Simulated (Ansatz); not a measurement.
# C5H6O, SMILES O=CC=C1CC1: a geometry optimisation

Program: Ansatz's Python interface.

The cells in order, each with its output:

In [1]:
```python
import warnings

import ansatz as az
import numpy as np
```

In [2]:
```python
warnings.simplefilter("ignore", az.DeckWarning)
```

In [3]:
```python
geometry_ang = [
    ("O", (2.2529, 0.6846, -0.8479)),
    ("C", (2.1244, 0.4927, 0.3909)),
    ("C", (0.8368, 0.0898, 0.9679)),
    ("C", (-0.2398, -0.0885, 0.2124)),
    ("C", (-1.713, -0.4417, 0.0291)),
    ("C", (-0.9602, -0.0998, -1.1336)),
    ("H", (2.9785, 0.6273, 1.041)),
    ("H", (0.762, -0.0663, 2.0357)),
    ("H", (-1.9081, -1.523, 0.1875)),
    ("H", (-2.3861, 0.346, 0.4277)),
    ("H", (-1.1126, 0.9239, -1.5353)),
    ("H", (-0.6347, -0.9451, -1.7754)),
]
system = az.Crystal.molecule()
for symbol, xyz in geometry_ang:
    system = system.atom(symbol, xyz)
```

In [4]:
```python
model = (
    system.calculation()
    .basis(gaussian="def2-SVP")
    .functional("cam_b3lyp")
    .scf(lower_state_search="off")
)
symbols = [site.symbol for site in system.cartesian_sites]
start = np.array([site.position_ang for site in system.cartesian_sites], dtype=float)
def progress(event):
    if event["event"] == "relax_step":
        row = event["data"]
        print(f"step {row['step']:3d}  E = {row['lagrangian_ev']:.6f} eV  max force {row['allowed_force_max_ev_ang']:.4f} eV/A")
```

In [5]:
```python
r = model.relax(force_tolerance=0.02, max_steps=100).session().plan().execute(on_event=progress).report
end = np.array(r["positions_ang"])

for key in ("converged", "free_energy_ev", "reference_energy_ev", "n_frozen", "n_occupied", "n_virtual"):
    print(f"{key:22s} {r[key]}")
```
```text
step   1  E = -7317.842667 eV  max force 4.7240 eV/A
step   2  E = -7318.333017 eV  max force 1.6450 eV/A
step   3  E = -7318.430597 eV  max force 0.3168 eV/A
step   4  E = -7318.433031 eV  max force 0.0755 eV/A
step   5  E = -7318.433330 eV  max force 0.0390 eV/A
step   6  E = -7318.433375 eV  max force 0.0244 eV/A
step   7  E = -7318.433401 eV  max force 0.0037 eV/A
converged              True
free_energy_ev         -7318.433518639208
reference_energy_ev    -7318.433518639208
n_frozen               0
n_occupied             [22, 22]
n_virtual              [92, 92]
```

In [6]:
```python
print("bond        before    after (A)")
for i, j in [(0, 1), (1, 2), (1, 6), (2, 3), (2, 7), (3, 4), (3, 5), (4, 5), (4, 8), (4, 9), (5, 10), (5, 11)]:
    d0, d1 = (np.linalg.norm(xyz[i] - xyz[j]) for xyz in (start, end))
    print(f"{symbols[i]}{i}-{symbols[j]}{j}".ljust(10), f"{d0:8.4f} {d1:8.4f}")
for i, j, k in [(0, 1, 2), (0, 1, 6), (2, 1, 6), (1, 2, 3), (1, 2, 7), (3, 2, 7), (2, 3, 4), (2, 3, 5)]:
    u, v = end[i] - end[j], end[k] - end[j]
    print(f"angle {symbols[i]}{i}-{symbols[j]}{j}-{symbols[k]}{k}: {np.degrees(np.arccos(np.clip(u @ v / np.linalg.norm(u) / np.linalg.norm(v), -1, 1))):.2f} deg")
with open("c5h6o_opt.xyz", "w") as handle:
    handle.write(f"{len(symbols)}\nrelaxed C5H6O\n")
    handle.writelines(f"{s:2s} {x:11.6f} {y:11.6f} {z:11.6f}\n" for s, (x, y, z) in zip(symbols, end))
```
```text
bond        before    after (A)
O0-C1        1.2601   1.2057
C1-C2        1.4674   1.4790
C1-H6        1.0818   1.1197
C2-C3        1.3273   1.3289
C2-H7        1.0817   1.0940
C3-C4        1.5260   1.4629
C3-C5        1.5267   1.4564
C4-C5        1.4267   1.5279
C4-H8        1.1101   1.0949
C4-H9        1.1101   1.0949
C5-H10       1.1102   1.0945
C5-H11       1.1101   1.0945
angle O0-C1-C2: 124.75 deg
angle O0-C1-H6: 120.48 deg
angle C2-C1-H6: 114.77 deg
angle C1-C2-C3: 121.12 deg
angle C1-C2-H7: 117.88 deg
angle C3-C2-H7: 121.00 deg
angle C2-C3-C4: 149.89 deg
angle C2-C3-C5: 146.99 deg
```

File `c5h6o_opt.xyz` afterwards:
```text
12
relaxed C5H6O
O     2.257322    0.685812   -0.848061
C     2.091919    0.492235    0.330461
C     0.810254    0.085444    0.946268
C    -0.278931   -0.098048    0.207445
C    -1.696007   -0.447334    0.107167
C    -0.869492   -0.077894   -1.123652
H     2.939939    0.616694    1.050900
H     0.786843   -0.059658    2.030400
H    -1.983565   -1.494665    0.245574
H    -2.435357    0.272903    0.472325
H    -1.036940    0.895110   -1.595980
H    -0.585885   -0.870699   -1.822845
```

Notes:
- These settings explore the input space; basis and method may be short of convergence.
- The end point is the stationary point reached from this start; no frequency run checks that it is a minimum, and the basis set is modest.
- Run time: 34 s on 1 thread of Intel(R) Xeon(R) Platinum 8375C CPU @ 2.90GHz (Ice Lake), with other jobs on the host, peak memory 0.35 GiB.

(Lines on the test bed's own set-up are left out of the output.)
